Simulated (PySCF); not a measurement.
# C4H4N2 (Pyrazine): the cost of one run

Computed with PySCF 2.14.0, with density-fitted response routines of our own, on a single molecule in the gas phase. Atoms are numbered from 0 throughout.

### 1 The molecule as given

10 atoms, charge 0, multiplicity 1; geometry from: MMFF94s. The atoms were then displaced at random by about 0.03 Å, so the start is not that level's minimum.

Bonds of the start (Å): C0–C1 1.45, C1–N2 1.39, N2–C3 1.21, C3–C4 1.42, C4–N5 1.33, N5–C0 1.38, C0–H6 1.02, C1–H7 1.15, C3–H8 1.18, C4–H9 1.08.

### 2 Geometry optimisation at PBE0-D3(BJ)/def2-SVP

Job settings and geometry (Å):

```
{"job": {"xc": "PBE0", "basis": "def2-SVP", "d3": "d3bj", "grid": 1, "shake": 0.03, "kind": "geom"}, "charge": 0, "multiplicity": 1}
C      1.170400    -0.819650     0.049430
C      1.154580     0.627150     0.014430
N      0.003310     1.409330    -0.042320
C     -1.009490     0.749750    -0.047460
C     -1.180050    -0.660770    -0.052550
N     -0.075630    -1.401830     0.009210
H      2.034970    -1.356500     0.067520
H      2.166140     1.181880     0.022570
H     -2.011720     1.366720    -0.008750
H     -2.127860    -1.172830    -0.007650
```

Launch:

```console
OMP_NUM_THREADS=1 python probes_run.py task.json out
```

This one command runs all jobs of the session in turn.

**Question.** How long does this first job take on 1 thread of Arm Neoverse V2, shared host, and how much memory does it need?

About 25 s, with a peak of 0.42 GiB.
